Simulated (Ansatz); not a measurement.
## Diamond

The numbers are results of RPBE (PAW; Ansatz, a quantum-chemistry and plane-wave program), not measurements.

Settings: plane-wave cutoff 520 eV, 16×16×16 k mesh, scalar-relativistic PAW data made under PBE.

Cell (relaxed at this level):

Space group Fd-3m, origin choice 1 (No. 227); a = b = c = 3.5887 Å, α = β = γ = 90.00°

```csv
atom,site,symmetry,x,y,z
C,8a,-43m,0.0000,0.0000,0.0000
```
(The calculation used a cell of 2 atoms; values per cell refer to that cell.)

```json
{
 "elastic constant C11": "1027 GPa",
 "elastic constant C12": "115 GPa",
 "elastic constant C44": "544 GPa",
 "Voigt–Reuss–Hill bulk modulus": "419 GPa",
 "Voigt–Reuss–Hill shear modulus (Hill average)": "507 GPa",
 "young_modulus": "1084 GPa",
 "poisson_ratio": "0.069"
}
```

Measured, for comparison: elastic constant C11 1081 GPa, elastic constant C12 125 GPa, elastic constant C44 579 GPa (low temperature, zero-point motion not removed; as tabulated in Tanner et al. (2021), arXiv:2110.11888). Computed (rounded) less measured: elastic constant C11 -5 %, elastic constant C12 -8 %, elastic constant C44 -6 %.

Elastic constants are with the ions relaxed.
